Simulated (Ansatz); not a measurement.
in.yaml

```yaml
crystal:
  periodic: [false, false, false]
  atoms:
    - {symbol: O, position_ang: [0.000000, 0.000000, 0.000000]}
    - {symbol: C, position_ang: [0.000000, 0.000000, 1.106200]}
basis:
  gaussian: {orbitals: cc-pVDZ}
total_charge: 1
magnetization: {spin_polarized: true, initial_magnetization: 1}
correlation: {method: ccsdtq, electrons: outside_noble_gas}
```

```sh
$ ansatz run in.yaml --threads 5 --pin off --events-out ev --progress --plain --max-ram 130560MiB --backend cuda --devices 0, --max-vram 75GiB
```

The program prints:

```
467 factors; integrals over basis functions are off by at most 1.6e-7 eV
mean field evaluation 1: about -3047.3397 eV, gradient 4.3e1 eV
mean field evaluation 2: about -3047.3434 eV, gradient 4.3e1 eV
mean field evaluation 4: about -3054.6633 eV, gradient 3.4e0 eV
mean field evaluation 8: about -3055.0237 eV, gradient 8.4e-1 eV
mean field evaluation 16: about -3047.3397 eV, gradient 4.3e1 eV
mean field evaluation 32: about -3052.6701 eV, gradient 2.7e-1 eV
mean field evaluation 64: about -3047.7712 eV, gradient 2.0e-1 eV
mean field evaluation 96: about -3046.8957 eV, gradient 1.9e-1 eV
mean field evaluation 128: about -3044.5092 eV, gradient 3.8e0 eV
mean field -3055.08262399 eV, -112.2722156222 hartree, gradient 1.5e-6 eV, S^2 0.946296; 1 other end points of the search recorded, 0 dependent functions left out
determinant -3055.08262399 eV, -112.2722156222 hartree, with singles and doubles -3062.43825186 eV, -112.5425299608 hartree
determinant -3052.67091049 eV, -112.1835867860 hartree, with singles and doubles -3059.16094321 eV, -112.4220910890 hartree
2 core orbitals not correlated: weight in the atoms' cores, before any rotation towards them, 1.000 or more for the frozen orbitals, at most 0.000 for the correlated occupied ones
reference -3055.08262399 eV, -112.2722156222 hartree; 5, 4 occupied and 21, 22 virtual orbitals, 467 factors
second order -6.89550613 eV of doubles, -0.00000000 eV of singles
cycle   1  -6.73743343 eV  change    1.6e-1 eV  update   1.1e-1
cycle   2  -7.22616271 eV  change   -4.9e-1 eV  update   6.1e-2
cycle   3  -7.63836357 eV  change   -4.1e-1 eV  update   4.2e-2
cycle   4  -7.68362730 eV  change   -4.5e-2 eV  update   2.2e-2
cycle   5  -7.70497933 eV  change   -2.1e-2 eV  update   1.4e-2
cycle   6  -7.71296646 eV  change   -8.0e-3 eV  update   6.4e-3
cycle   7  -7.71319225 eV  change   -2.3e-4 eV  update   3.5e-3
cycle   8  -7.71934524 eV  change   -6.2e-3 eV  update   1.5e-3
cycle   9  -7.71973841 eV  change   -3.9e-4 eV  update   7.1e-4
cycle  10  -7.71987923 eV  change   -1.4e-4 eV  update   3.4e-4
cycle  11  -7.72029882 eV  change   -4.2e-4 eV  update   2.2e-4
cycle  12  -7.72035189 eV  change   -5.3e-5 eV  update   1.6e-4
cycle  13  -7.72029303 eV  change    5.9e-5 eV  update   9.6e-5
cycle  14  -7.72043302 eV  change   -1.4e-4 eV  update   5.9e-5
cycle  15  -7.72043345 eV  change   -4.3e-7 eV  update   1.8e-5
cycle  16  -7.72040964 eV  change    2.4e-5 eV  update   1.1e-5
cycle  17  -7.72039813 eV  change    1.2e-5 eV  update   5.2e-6
cycle  18  -7.72039746 eV  change    6.8e-7 eV  update   2.1e-6
cycle  19  -7.72039621 eV  change    1.2e-6 eV  update   1.2e-6
cycle  20  -7.72039577 eV  change    4.5e-7 eV  update   5.7e-7
Total energy: -3062.80301975 eV, -112.5559349335 hartree
```

For the same geometry and basis full CI lies 2.4 meV lower.

Ran on 5 threads of AMD EPYC 7R13 with a whole H100 80 GB, shared host: 15 s wall, 0.85 GiB peak host memory.
